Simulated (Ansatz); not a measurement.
Abridged output of a molecular run in Ansatz:

```
Functional definition: HF
1687 factors; integrals over basis functions are off by at most 1.0e-3 eV
mean field evaluation 1: about -19424.6627 eV, gradient 3.8e1 eV
mean field evaluation 2: about -19424.9689 eV, gradient 3.8e1 eV
mean field evaluation 4: about -19428.6938 eV, gradient 4.6e0 eV
mean field evaluation 8: about -19428.7620 eV, gradient 2.8e-1 eV
mean field -19428.76240448 eV, -713.9938490764 hartree, gradient 4.8e-6 eV, S^2 0.000000; 0 other end points of the search recorded, 0 dependent functions left out
10 core orbitals not correlated: weight in the atoms' cores, before any rotation towards them, 1.000 or more for the frozen orbitals, at most 0.000 for the correlated occupied ones
reference -19428.76240448 eV, -713.9938490764 hartree; 18, 18 occupied and 253, 253 virtual orbitals, 1687 factors
second order -29.93065451 eV of doubles, -0.00000000 eV of singles
cycle   1  -30.42077323 eV  change   -4.9e-1 eV  update   1.1e-1
cycle   2  -31.11025123 eV  change   -6.9e-1 eV  update   3.3e-2
cycle   3  -31.26284736 eV  change   -1.5e-1 eV  update   1.6e-2
cycle   4  -31.25352711 eV  change    9.3e-3 eV  update   3.9e-3
cycle   5  -31.25296621 eV  change    5.6e-4 eV  update   1.6e-3
cycle   6  -31.25397564 eV  change   -1.0e-3 eV  update   4.2e-4
cycle   7  -31.25385947 eV  change    1.2e-4 eV  update   1.6e-4
cycle   8  -31.25381213 eV  change    4.7e-5 eV  update   4.6e-5
cycle   9  -31.25382815 eV  change   -1.6e-5 eV  update   2.0e-5
perturbative correction -1.28930869 eV, -0.0473812203 hartree
Total energy: -19461.30554132 eV, -715.1897872968 hartree
```

Its atoms:

Cartesian coordinates in Å:
```
C -0.607 1.910 -0.121
C -0.635 0.665 0.330
C -0.229 -0.525 -0.473
C 0.818 -1.390 0.192
F 0.354 -1.852 1.389
Cl 2.332 -0.503 0.477
H -0.264 2.143 -1.124
H -0.923 2.742 0.497
H -0.978 0.466 1.342
H -1.095 -1.180 -0.637
H 0.145 -0.223 -1.453
H 1.084 -2.253 -0.419
```

Task: Which basis set was used?
A. def2-TZVPP
B. cc-pV(Q+d)Z
C. def2-SVPD
D. def2-SVP

Result: A. It gives 281 functions.

Task: Write the keys of the input that set method, charge and spin (a neutral closed shell needs none for the last two).

Result: 
```yaml
correlation: {method: ccsd_t}
```
